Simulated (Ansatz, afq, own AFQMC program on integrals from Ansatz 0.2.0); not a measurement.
# Ag, doublet in def2-TZVP, levels against CCSDT(Q)

A free Ag atom.

Basis def2-TZVP with its core potentials. Noble-gas cores (and the filled d shells of Ga–Kr and In–Xe) are frozen. AFQMC by an in-house program on the Cholesky factors that Ansatz 0.2.0 writes for its CCSD(T) run. The CISD trial takes its coefficients from CCSD amplitudes. Released means that phaseless walkers are propagated on without the constraint, phases kept. Uncertainties: one standard error, sampling alone. No spin–orbit coupling. The metal's outer-core s and p shells are frozen, which shifts wave-function levels against functionals.

Determinant: UHF, the one that the program's search chose, which needn't be the lowest solution.

No full CI on the walks' own integrals is used here; CCSDT(Q) serves as the reference and is uncertain by about the last step of the cluster series.

Cautions: no spin-orbit coupling; outer-core shells of the metal frozen.

- T1 diagnostic: 0.0125
- weight of the determinant in the CISD state: 0.941
- ⟨S²⟩ of the determinant: 0.752
- size of the correlated space: 11 electrons in 36 orbitals

Reference: CCSDT(Q), correlation energy -7.538 eV. The released energy is read at 1.50 1/Eh (meV from the phaseless value at times in 1/Eh: 0 ± 3 at 0.24, -2.3 ± 2.1 at 0.50, -3.4 ± 1.8 at 1.00, -2.9 ± 2.4 at 1.50).

| level | E − E(reference) (meV) | share of correlation (%) |
| --- | --- | --- |
| HF | 7537.7 | 0.00 |
| MP2 | -205.6 | 102.73 |
| CCSD | 138.2 | 98.17 |
| CCSD(T) | 4.7 | 99.94 |
| CCSDT | 8.5 | 99.89 |
| ph-AFQMC/HF | -5.9 ± 15.7 | 100.08 |
| ph-AFQMC/CISD | 2.7 ± 2.6 | 99.96 |
| released AFQMC | -0.3 ± 2.4 | 100.00 |

A walk keeps the symmetry of its determinant, which the program's search chose and which needn't be the lowest solution, so a lower state of the same spin and another symmetry isn't excluded. Released energies are given only where the last usable release times agree within the noise; a slower fall can still hide under it.
